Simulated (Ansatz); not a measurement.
A made-up structure of CH2NaO (charge -1), closed shell:

```json
{"atom": "O1", "x (Å)": "0.5005", "y (Å)": "0.2392", "z (Å)": "-0.0982"}
{"atom": "C2", "x (Å)": "0.2684", "y (Å)": "-0.6156", "z (Å)": "0.9486"}
{"atom": "Na3", "x (Å)": "-0.9298", "y (Å)": "2.0354", "z (Å)": "-0.4296"}
{"atom": "H4", "x (Å)": "-0.0704", "y (Å)": "-1.5643", "z (Å)": "0.6186"}
{"atom": "H5", "x (Å)": "0.3548", "y (Å)": "-0.2669", "z (Å)": "-0.9128"}
```

It is relaxed with PBE-D4/def2-SVPD and then PBE0-D4/def2-TZVPD (Ansatz 0.2.0). Atoms count as bonded within 1.22 times the sum of their covalent radii (H–H: 0.88 Å). The end point is not checked to be a true minimum.

Problem. Does its bonding change? (Judge from chemistry; the calculation decides.)

Solution. The calculation gives: Yes. Formed: C2–Na3; broken: O1–Na3.

Where it ends: The first stage lowers the energy by 0.76 eV in 12 steps. It ends as CH₂NaO ([OH][CH][Na]), total charge -1:
| atom | x (Å) | y (Å) | z (Å) |
| --- | --- | --- | --- |
| O1 | 1.0913 | -0.1316 | -0.4254 |
| C2 | 0.1565 | -0.0337 | 0.5729 |
| Na3 | -1.5604 | 1.8274 | 0.4774 |
| H4 | -0.5007 | -0.9370 | 0.4929 |
| H5 | 0.9368 | -0.8974 | -0.9913 |

Labels in which every atom is bracketed show which atoms are joined, not bond orders.

For scale, one of the runs: PBE0-D4/def2-TZVPD relaxation, 130 basis functions, launched by `ansatz run in.yaml --threads 2 --pin off --events-out ev --progress --plain --max-ram 4352MiB`. Hardware: 2 CPU threads of an Intel Xeon Platinum 8259CL, shared host. Wall time about 23 s.
